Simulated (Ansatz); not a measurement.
**Relaxing BiW3**

The calculation used Ansatz, DFT PBE, scalar-relativistic, plane waves, PAW. Cutoff 420 eV, Γ-centred k mesh, Gaussian smearing, no spin polarisation in the final step.

BiW3 was placed on the TiAl3 (D0_22) structure type (I4/mmm, No. 139), with Bi in place of Ti, W in place of Al, at a guessed volume.

```xyz
4
Lattice="-2.0690 2.0690 4.6217 2.0690 -2.0690 4.6217 2.0690 2.0690 -4.6217" Properties=species:S:1:pos:R:3 pbc="T T T"
Bi    0.0000    0.0000    0.0000
W     0.0000    0.0000    4.6217
W     2.0690    0.0000    2.3108
W     0.0000    2.0690    2.3108
```

Cell and atoms relax at zero pressure; the relaxation can't lower the symmetry of the start. After a coarse first stage the cell is made exact in the group found at 0.06 Å.

Energies over the elements count from the elements' standard structures at the same level, with no empirical corrections.

Task: Describe the relaxed structure.

Result: It keeps I4/mmm (No. 139). The result has the TiAl3 (D0_22) structure. Conventional cell: a = 4.009 Å, c = 8.928 Å. Bi is coordinated by 12 W at 2.83–3.00 Å; W on Wyckoff site b (1 atom of the primitive cell) is coordinated by 4 Bi at 2.83 Å and 8 W at 3.00 Å; W on Wyckoff site d (2 atoms of the primitive cell) has 8 W at 2.83–3.00 Å and 4 Bi at 3.00 Å.

```xyz
4
Lattice="-2.0043 2.0043 4.4642 2.0043 -2.0043 4.4642 2.0043 2.0043 -4.4642" Properties=species:S:1:pos:R:3 pbc="T T T"
Bi    0.0000    0.0000    0.0000
W     0.0000    0.0000    4.4642
W     2.0043    0.0000    2.2321
W     0.0000    2.0043    2.2321
```

Task: What are its volume, energy, density and gap?

Result: The volume per atom is 17.93 Å³ and the density is 17.60 g/cm³. The energy over the elements is 1.03 eV/atom and the gap on the 16×16×16 mesh is 0 eV (a metal).

The final run used a 16×16×16 mesh on its 4-atom cell and 0.10 eV smearing. For metals, differences of a few meV/atom aren't resolved. Spin–orbit coupling is left out. Symmetry constrained the relaxation, so the result can be a saddle point. The steps took roughly 4 core-minutes in all.